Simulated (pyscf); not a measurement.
Hydrogen abstraction: `[NH2][SiH]([Cl])[Cl]` + `[H]` [doublet] → `[NH2][Si]([Cl])[Cl]` [doublet] + `[H][H]`

Gas phase, doublet surface, charge 0. Bonds broken: Si2–H7. Bonds formed: H7–H8. Optimised with ωB97X-D3(BJ)/def2-SVP in PySCF.

Transition state (Å):

```xyz
8

N     -0.1075     0.5850     0.6829
Si    -1.0492    -0.1912    -0.5025
Cl    -1.0010    -2.2156    -0.1398
Cl    -2.9645     0.5511    -0.3902
H      0.6998     0.1528     1.1164
H     -0.2828     1.5339     0.9915
H     -0.6164    -0.0212    -2.0049
H     -0.3103     0.0872    -3.1582
```

One imaginary mode, 965i cm⁻¹; descent along it reached the two sides named.

```
bond    change  reactant side (Å)  saddle  product side
------  ------  -----------------  ------  ------------
Si2–H7  breaks              1.476   1.573           3.2
H7–H8    forms                3.6   1.198         0.761
```

Electronic energies relative to the separated reactants (kcal/mol):

| level | barrier | reaction energy | reverse barrier |
|---|---|---|---|
| ωB97X-D3(BJ)/def2-TZVP | 5.1 | -11.3 | 16.4 |
| PBE/def2-TZVP | 0.0 | -15.5 | 15.6 |
| r²SCAN/def2-TZVP | -0.8 | -16.0 | 15.2 |
| B3LYP-D3(BJ)/def2-TZVP | 0.2 | -16.0 | 16.2 |
| PBE0-D3(BJ)/def2-TZVP | 2.1 | -12.5 | 14.5 |
| M06-2X/def2-TZVP | 6.0 | -13.7 | 19.7 |
| ωB97M-D3(BJ)/def2-TZVP | 5.1 | -10.8 | 15.9 |
| HF/def2-TZVP | 14.1 | -4.9 | 18.9 |

With ωB97M-D3(BJ)/def2-TZVP energies and thermal terms (ideal gas, 1 atm, RRHO with modes under 100 cm⁻¹ raised to 100, one conformer, R ln 2 for rigid chiral ones), in kcal/mol:

| T (K) | ΔH‡ | ΔG‡ | ΔH | ΔG |
|---|---|---|---|---|
| 298 | 3.5 | 9.2 | -9.9 | -11.5 |
| 600 | 3.3 | 15.0 | -9.9 | -13.2 |
| 900 | 3.2 | 20.8 | -10.4 | -14.8 |
| 1200 | 3.1 | 26.7 | -11.0 | -16.2 |

At r²SCAN this geometry lies under the reactants; that is no barrier but a single point on another level's saddle; such a level's own saddle, if it has one, lies nearer that side and is low. One saddle was located; it need not be the lowest between these sides. The angle at the transferred H is 178°.
